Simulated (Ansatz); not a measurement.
# Scan of HGeMg, quartet

Starting geometry (PBE0/def2-TZVP stationary point for this spin, not checked as a minimum):

```xyz
3

Ge    0.0000    0.0000    0.3153
Mg    0.0000    0.0000   -2.1792
H     0.0000    0.0000    1.8639
```

From there all distances are scaled together; atoms are numbered as listed. Energies are in eV, counted from the starting geometry at the same level.

Basis 6-31G (Cartesian d functions); Ansatz 0.2.0. Only valence electrons are correlated (noble-gas cores and the filled d shells of p-block atoms frozen). Prefix R: restricted or restricted open-shell reference; prefix U: unrestricted. No spin–orbit coupling is included, and no scalar relativity. The metal's outer-core shells are frozen, which leaves out core–valence correlation.

Unrestricted rows (U) aren't spin-pure: their determinants' ⟨S²⟩ exceeds S(S+1) by up to 0.23, so they mix in states of higher spin.

Full CI is exact within this basis and frozen core; it isn't the basis-set limit. The frozen core follows each run's orbitals, which can shift R against U totals by a few meV for light atoms and by up to 0.1 eV past Ca.

```tsv
scale of all distances	UHF
0.888	0.787
1.000	0.000
1.142	0.503
1.305	1.603
1.514	2.029
1.760	2.085
1.962	2.109
2.375	2.131
```

Problem. Estimate the full CI curve in 6-31G from this one, knowing how UHF errs.

Solution. The computed full CI values, in eV from the starting point, and the error of UHF against them:
```tsv
scale of all distances	full CI	UHF less full CI
0.888	0.910	-0.123
1.000	0.000	0.000
1.142	0.288	0.215
1.305	1.166	0.437
1.514	1.854	0.175
1.760	2.030	0.055
1.962	2.075	0.034
2.375	2.110	0.021
```

UHF is close again at 2.375 (0.021 eV) but misses by 0.437 eV at 1.305, where its determinant is a mixture of spins (⟨S²⟩ 3.98).
